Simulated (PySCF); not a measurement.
## 2-methyl-3-oxopropanenitrile, C₄H₅NO

Molfile (atoms numbered from 1):
```
C4H5NO
     RDKit          3D

 11 10  0  0  0  0  0  0  0  0999 V2000
   -0.8533   -0.8960   -0.1939 C   0  0  0  0  0  0  0  0  0  0  0  0
   -0.0974    0.3348    0.3267 C   0  0  2  0  0  0  0  0  0  0  0  0
   -0.3117    1.4892   -0.5327 C   0  0  0  0  0  0  0  0  0  0  0  0
   -0.4509    2.3910   -1.2320 N   0  0  0  0  0  0  0  0  0  0  0  0
    1.3885   -0.0011    0.3911 C   0  0  0  0  0  0  0  0  0  0  0  0
    1.9255   -0.3613    1.3951 O   0  0  0  0  0  0  0  0  0  0  0  0
   -0.4857   -1.1900   -1.1786 H   0  0  0  0  0  0  0  0  0  0  0  0
   -1.9176   -0.6773   -0.2784 H   0  0  0  0  0  0  0  0  0  0  0  0
   -0.7134   -1.7258    0.4992 H   0  0  0  0  0  0  0  0  0  0  0  0
   -0.4241    0.5756    1.3414 H   0  0  0  0  0  0  0  0  0  0  0  0
    1.9293    0.0685   -0.5749 H   0  0  0  0  0  0  0  0  0  0  0  0
  1  2  1  0
  2  3  1  0
  3  4  3  0
  2  5  1  0
  5  6  2  0
  1  7  1  0
  1  8  1  0
  1  9  1  0
  2 10  1  1
  5 11  1  0
M  END
```

Computed with TDDFT CAM-B3LYP/def2-TZVPD excited states, vertical, gas phase (PySCF 2.14.0). Geometry: PBE0-D3(BJ)/def2-TZVP.

**Question.** Give the one- and two-photon strengths of the lowest singlets.

**Answer.** δ for parallel linear polarisation; σ at the peak of a Lorentzian of half width 0.1 eV, single beam; Ω is circular over linear.
```csv
state,E (eV),f,photon λ (nm),δ (au),σ (GM),Ω,main
S1,4.30,0.000,577,0.71,0.01,0.72,HOMO→LUMO 0.92
S2,7.35,0.004,337,3.68,0.07,1.49,"HOMO−1→LUMO 0.56, HOMO−1→LUMO+5 0.14"
S3,7.44,0.004,333,56.7,1.15,0.73,"HOMO→LUMO+1 0.69, HOMO−1→LUMO 0.08"
S4,7.67,0.014,323,17.3,0.37,1.02,"HOMO→LUMO+2 0.25, HOMO→LUMO+3 0.17"
S5,7.71,0.009,322,3.42,0.07,0.80,"HOMO−2→LUMO 0.48, HOMO−2→LUMO+6 0.09"
S6,8.03,0.058,309,3.54,0.08,0.91,"HOMO→LUMO+2 0.65, HOMO→LUMO+3 0.10"
```

Among these, the strongest one-photon state is S6, the strongest two-photon state S3, with a dipole change of 1.4 D (relaxed, norm of the difference vector).
